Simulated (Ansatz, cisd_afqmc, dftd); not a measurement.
Reaction: AlF3 (SMILES [F][Al]([F])[F]) → AlF2 (SMILES [F][Al][F], doublet) + F (doublet) (the Al-F bond breaks)
Each species at its own B3LYP-D3(BJ)/def2-TZVP minimum (Ansatz, a quantum-chemistry and plane-wave program).

Wanted: bond dissociation energy (electronic), in kJ/mol. Radicals and triplets start from unrestricted determinants; spin-orbit coupling is neglected. Cores are frozen in correlated methods. Rows without X2C or -DK are non-relativistic. AFQMC is phaseless with a CISD trial state; ± is one standard error, without the phaseless bias. Outlying blocks are dropped, and bars are widened where a walk drifts. Over all cases where full CI ran beside it in this data, AFQMC minus full CI had a median of +0.1 mEh and passed +0.4 mEh in a tenth of the cases. CBS(X,Y): correlation extrapolated as X^-3, Hartree-Fock from the larger set (Q,5: extrapolated as (X+1)exp(-9√X)). A bracket is a step between two methods taken in the basis named. Functionals run without relativity, which enters their misses. Double hybrids freeze cores in their MP2 part. '+ core + X2C': CCSD(T) terms for core correlation (cc-pwCVTZ, 1s frozen past Ne) and scalar relativity (cc-pVTZ-DK).

| level | program | bond dissociation energy (kJ/mol) | difference against the last row |
|---|---|---|---|
| B3LYP/def2-TZVPD | Ansatz | 631.4 | -31.1 |
| B2PLYP-D4/def2-TZVPD | Ansatz + dftd4 | 644.5 | -18.0 |
| B2PLYP/def2-TZVPD | Ansatz | 643.2 | -19.3 |
| B2GP-PLYP/def2-TZVPD | Ansatz | 645.2 | -17.3 |
| CCSD/cc-pV(Q+d)Z | Ansatz | 648.1 | -14.4 |
| CCSD/CBS(cc-pV(T+d)Z,cc-pV(Q+d)Z) | Ansatz | 653.9 | -8.6 |
| CCSD(T)/CBS(cc-pV(T+d)Z,cc-pV(Q+d)Z) | Ansatz | 663.3 | 0.8 |
| CCSDT(Q)/cc-pV(D+d)Z | Ansatz | 594.8 | -67.7 |
| CCSD(T)/CBS(cc-pV(Q+d)Z,cc-pV(5+d)Z) + [AFQMC/CISD - CCSD(T)]/cc-pV(T+d)Z + core + X2C | Ansatz + cisd_afqmc | 665.9 ± 1.7 | 3.4 |
| CCSD(T)/CBS(cc-pV(Q+d)Z,cc-pV(5+d)Z) + [CCSDT(Q) - CCSD(T)]/cc-pV(D+d)Z + core + X2C | Ansatz | 662.5 | 0.0 |
